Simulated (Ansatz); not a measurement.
Born–Oppenheimer molecular dynamics of AlFH₂ (4 atoms, charge 0, multiplicity 1). It starts at the highest image of a converged band. Of that band: Neighbouring images differ by up to 1.3 eV, so the band resolves the path poorly. A vibrational analysis at the climbing image gives one clearly imaginary mode, 991i cm⁻¹: a first-order saddle point.

Theory: RKS PBE-D4/def2-TZVP (Ansatz 0.2.0).

- ensemble: NVE (velocity Verlet)
- time step: 0.5 fs
- steps asked: 200
- starting velocities drawn for: 300 K
- seed: 8810

First frame:

```xyz
4
Properties=species:S:1:pos:R:3
Al 0.251 0.000 -0.495
F 0.990 0.000 1.353
H 1.746 0.000 0.444
H -1.374 0.000 -0.370
```

Question: How far do the bonds stretch over the last three quarters of this one trajectory? (Pairs bonded in most of those frames.)

Answer: 
```csv
bond,mean (Å),spread (Å),shortest,longest
Al1–F2,1.704,0.113,1.54,1.91
Al1–H3,1.796,0.257,1.33,2.17
Al1–H4,1.691,0.122,1.45,1.95
```

Mean temperature of the second half: 6141 K. The conserved energy stayed within 1.3 meV per atom of its start (net change -0.69 meV per atom), so the integration is sound. The system heated up, since it started high on the potential surface and ran downhill. A run of 0.1 ps of so small a system gives no equilibrium averages. The orbitals stay closed-shell, which can raise the energy where a bond breaks towards radicals; this wasn't checked here.

The run took 3.3 min on 1 thread of Arm Neoverse V1, on a shared host, peak memory 0.1 GiB.
